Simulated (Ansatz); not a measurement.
**B₂ (triplet): B3LYP, r2SCANh over a scan of the distance B1–B2, cc-pVDZ**

How well do these functionals follow the top wave-function level for B₂ (triplet) over a scan of the distance B1–B2?

Method: cc-pVDZ, all electrons in the functionals; program: Ansatz 0.2.0, Gaussian basis.

Plan: B3LYP, r2SCANh, at 1.280 Å; 1.432 Å; 1.562 Å; 1.695 Å; 1.948 Å; 2.129 Å; 2.531 Å; 2.897 Å; 3.501 Å; 4.237 Å; 5.287 Å.

16 further runs of the same task are left out: 8 that didn't finish, 8 set aside as unsound or not needed.

### Step 1. The system

The geometry derives from a PBE0/def2-TZVP stationary point (not a proven minimum). One bond is set to the value named and the two fragments are kept rigid.

2 atoms, charge 0, spin multiplicity 3.

Atoms are counted from 1 here; the program's logs count them from 0.

Bond lengths: B1–B2 1.562 Å.

Coordinates:

```csv
atom,x (Å),y (Å),z (Å)
B1,0.00000,0.00000,0.00000
B2,0.00000,0.00000,1.56179
```

No dispersion term is added. B3LYP takes the VWN-RPA correlation.

The geometry shown and the zero of energy belong to the point 1.562 Å. The yardstick, FCI, and other wave-function levels (R restricted, U unrestricted, valence and pair active spaces) come from earlier runs.

### Step 2. B3LYP, 1.280 Å

in.yaml

```yaml
crystal:
  periodic: [false, false, false]
  atoms:
    - {symbol: B, position_ang: [0.000000, 0.000000, 0.000000]}
    - {symbol: B, position_ang: [0.000000, 0.000000, 1.280000]}
basis:
  gaussian: {orbitals: cc-pVDZ}
magnetization: {spin_polarized: true, initial_magnetization: 2}
hamiltonian: {xc: {name: B3LYP}}
```

Started as:

```console
> ansatz run in.yaml --threads 1 --pin off --events-out ev --progress --plain --max-ram 2393MiB
```

After this run come: B3LYP, 1.432 Å; B3LYP, 1.562 Å; B3LYP, 1.695 Å; B3LYP, 1.948 Å; B3LYP, 2.129 Å; B3LYP, 2.531 Å; B3LYP, 2.897 Å; B3LYP, 3.501 Å; B3LYP, 4.237 Å; B3LYP, 5.287 Å; r2SCANh, 1.280 Å; r2SCANh, 1.432 Å; r2SCANh, 1.562 Å; r2SCANh, 1.695 Å; r2SCANh, 1.948 Å; r2SCANh, 2.129 Å; r2SCANh, 2.531 Å; r2SCANh, 2.897 Å; r2SCANh, 3.501 Å; r2SCANh, 4.237 Å; r2SCANh, 5.287 Å.

Before running them: what should the planned runs give, taken together? Wanted: span of the FCI curve; largest miss, B3LYP; largest miss, r2SCANh.

**Answer**, as computed:

| quantity | value |
| --- | --- |
| span of the FCI curve | 245.0 kJ/mol |
| largest miss, B3LYP | -39.7 kJ/mol (1.280 Å) |
| largest miss, r2SCANh | +78.3 kJ/mol (5.287 Å) |

Of the functionals, B3LYP keep the smallest largest miss at the points compared (at most 39.7 kJ/mol) and r2SCANh strays most (78.3 kJ/mol, at 5.287 Å). B3LYP, r2SCANh clearly break the spin symmetry at some points (⟨S²⟩ up to 0.87 above the pure value), so energy there is bought with a mixed spin. Functionals and the yardstick converge differently with the basis, so part of each miss in cc-pVDZ is the basis.
